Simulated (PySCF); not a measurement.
Magnetic susceptibility: SMILES OF, FHO

Geometry:
```csv
atom,x (Å),y (Å),z (Å)
O1,-0.206,0.479,0.024
F2,0.998,-0.220,0.189
H3,-0.779,-0.263,-0.227
```

Computed with PySCF 2.14.0, GIAO mPW1PW91/aug-pcSseg-2 magnetisability, rotational g tensor and spin-rotation constants, non-relativistic, gas phase. Geometry: PBE0-D3(BJ)/def2-SVP.

Q: How diamagnetic is it, and how anisotropic?

A: Isotropic -237 × 10⁻³⁰ J/T², or -14.3 × 10⁻⁶ cm³/mol; principal values -339, -198, -175 × 10⁻³⁰ J/T², anisotropy 154 × 10⁻³⁰ J/T² (root of half the summed squared differences of the principal values). The susceptibility is in cgs units.

Q: Split it along the inertial axes a, b, c into diamagnetic and paramagnetic parts about the centre of mass, with the quadrupole moment.

A: 
| axis | χ (10⁻⁶ cm³/mol) | diamagnetic (10⁻⁶ cm³/mol) | paramagnetic (10⁻⁶ cm³/mol) | summed x² of all electrons (Å²) | quadrupole Θ (D Å) |
| --- | --- | --- | --- | --- | --- |
| a | -20.4 | -21.5 | 1.1 | 11.3 | +0.22 |
| b | -10.5 | -57.7 | 47.2 | 2.7 | +1.50 |
| c | -11.9 | -59.3 | 47.4 | 2.4 | -1.73 |

Anisotropies 2χaa − χbb − χcc = -18.4 and 2χbb − χaa − χcc = +11.3 × 10⁻⁶ cm³/mol. Θ is traceless in Buckingham's convention.

Q: And the rotational g tensor?

A: 
```csv
axis,rotational constant (GHz),g,nuclear part,electronic part
a,589.2264,+0.6655,0.9613,-0.2958
b,28.1917,-0.1093,0.5155,-0.6248
c,26.9045,-0.0629,0.5359,-0.5987
```
Asymmetric top; isotopes 19F, 1H, 16O; no vibrational averaging.
